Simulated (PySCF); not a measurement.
methanidylidynesulfanium (CS), SMILES [C-]#[S+].

The structure is a stationary point at PBE0-D3(BJ)/def2-TZVPD.

Method: PBE0-D3(BJ)/def2-TZVPD run with PySCF.

Frequencies are harmonic and unscaled.

| mode | ν (cm⁻¹) | IR (km/mol) | Raman (Å⁴/amu) | depolarisation | moving atoms (share of kinetic energy) |
|---|---|---|---|---|---|
| 1 | 1332 | 93.2 | 45.3 | 0.10 | C 73 %, S 27 % |
